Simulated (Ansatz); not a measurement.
A made-up structure of CH₂NS (charge +1), closed shell:

N1  (0.026, 0.582, 0.139)
C2  (-0.030, -0.653, -0.156)
S3  (-0.096, -2.111, -0.504)
H4  (0.848, 0.976, 0.591)
H5  (-0.028, -3.384, -0.979)
(Å)

It is relaxed with PBE-D4/def2-SVP and then PBE0-D4/def2-TZVP (Ansatz 0.2.0). Atoms count as bonded within 1.22 times the sum of their covalent radii (H–H: 0.88 Å). The end point is not checked to be a true minimum.

Task: Does its bonding change? (A judgement: the text doesn't fix the answer.)

Result: By the calculation: No: no bond forms or breaks.

Where it ends: The first stage lowers the energy by 3.41 eV in 12 steps. It ends as CH₂NS ([NH][C][SH]), total charge +1:
N1  (0.358, 0.216, 0.131)
C2  (0.044, -0.879, 0.014)
S3  (-0.470, -2.450, -0.047)
H4  (0.638, 1.179, 0.228)
H5  (0.152, -2.657, -1.234)
(Å)

Labels in which every atom is bracketed show which atoms are joined, not bond orders.

For scale, one of the runs: PBE0-D4/def2-TZVP relaxation, 111 basis functions, launched by `ansatz run in.yaml --threads 2 --pin off --events-out ev --progress --plain --max-ram 4352MiB`. Hardware: 2 CPU threads of an Arm Neoverse V1, shared host. Wall time about 14 s.
